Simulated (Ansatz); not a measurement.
Energy needed to pull apart CHClSi, closed shell, into free ground-state atoms, from the structure below (displaced at random from a GFN2-xTB minimum); no zero-point or spin–orbit terms; open-shell atoms are treated unrestricted, in their ground-state multiplicity.

| atom | x (Å) | y (Å) | z (Å) |
| --- | --- | --- | --- |
| C1 | 0.5879 | 1.0568 | 0.0554 |
| Si2 | -0.1273 | -0.5044 | -0.0539 |
| Cl3 | -0.3833 | -2.4837 | -0.3232 |
| H4 | -0.0096 | 1.9133 | 0.2749 |

Computed with Ansatz 0.2.0 (basis: def2-TZVPP); correlated methods freeze the cores. B3LYP uses VWN-RPA correlation.

| method | atomization energy (eV) |
| --- | --- |
| PBE-D4 | ? |
| BLYP-D4 | 12.09 |
| r2SCAN-D4 | 12.07 |
| PBE0-D4 | ? |
| B3LYP-D4 | 11.75 |
| wB97M-V | 11.77 |
| HF | 6.78 |
| MP2 | 12.11 |
| CCSD | 11.01 |
| CCSD(T) | 11.60 |

Q: What does PBE-D4 give? (An estimate is asked for; the value comes from the calculation.)

A: By the calculation: 12.57 eV, which is about 0.97 eV more than CCSD(T)/def2-TZVPP.

Q: What does PBE0-D4 give? (To be estimated.)

A: Computed: 11.87 eV, which is about 0.27 eV more than CCSD(T)/def2-TZVPP.

In triple zeta the MP2 and coupled-cluster atomization energies are still short of their basis limit by a few kcal/mol a bond, whereas those of the functionals are nearly converged, so these differences are not deviations from converged CCSD(T).

T1 diagnostic: at most 0.024. The restricted Hartree–Fock reference is unstable towards an unrestricted one here.

For scale, one of the runs: CCSD(T)/def2-TZVPP forces, 129 basis functions (an equivalent command: `ansatz run in.yaml --threads 4`). Time: 16 s of wall clock on 4 CPU threads; the host was shared. Peak host memory: 0.98 GiB.
